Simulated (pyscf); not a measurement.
HO–SiH(Cl)–Cl → dichlorosilylene (Cl–Si:–Cl) [singlet] + water (H₂O), a 1,1-elimination (singlet surface; O–Si, H–Si broken, H–O formed). Optimised with ωB97X-D3(BJ)/def2-SVP in PySCF. MP2 and CC: frozen core, UHF for open shells. ΔMP2 is the change of the MP2 total energy from the triple- to the quadruple-zeta basis. Energies in eV from the reactant's lowest minimum found.

Small-basis levels: PySCF, no dispersion term, spherical d functions. AM1 to PM7: differences of heats of formation from MOPAC. GFN2-xTB: tblite. Cost: rough CPU time at the saddle relative to B3LYP/6-31G*, from one job on a shared machine.

```tsv
level	barrier	reaction energy	cost
HF/STO-3G	4.29	+2.34	0.05
HF/3-21G	3.70	+2.43	0.06
HF/6-31G*	4.42	+2.78	0.1
B3LYP/STO-3G	2.86	+2.60	0.5
B3LYP/3-21G	2.76	+2.53	0.7
B3LYP/6-31G*	?	+2.57	1
B3LYP/def2-SVP	?	+2.48	0.9
GFN2-xTB	3.40	+2.87	under 0.02
PM3	2.98	+2.34	under 0.02
CCSD(T)/def2-TZVPP + ΔMP2(QZVPP)	?	+2.62	–
```

Fill in the missing entries.


- B3LYP/6-31G*, barrier: 3.32
- B3LYP/def2-SVP, barrier: 3.23
- CCSD(T)/def2-TZVPP + ΔMP2(QZVPP), barrier: 3.51

Against the last row the barrier runs from -0.76 (B3LYP/3-21G) to +0.90 eV (HF/6-31G*); GFN2-xTB happens to lie closest here (0.12 eV apart). CCSD(T)/def2-TZVPP + ΔMP2(QZVPP) has limits of its own. On the product side the descent ends in an adduct with a O–Si contact, 0.65 eV under the separated species and 1.44 eV under the saddle at ωB97X-D3(BJ)/def2-TZVP. What is counted as broken (O–Si) persists as a longer contact in the product adduct; parting that adduct is a step of its own. The same reactants have a lower exit, to O=Si(Cl)–Cl + H₂ (barrier +2.94 eV at ωB97M-D3(BJ), against +3.46 eV here). One saddle was located; it need not be the lowest between these sides. The CCSD(T) − MP2 part came from Ansatz, without density fitting, on the same reference.
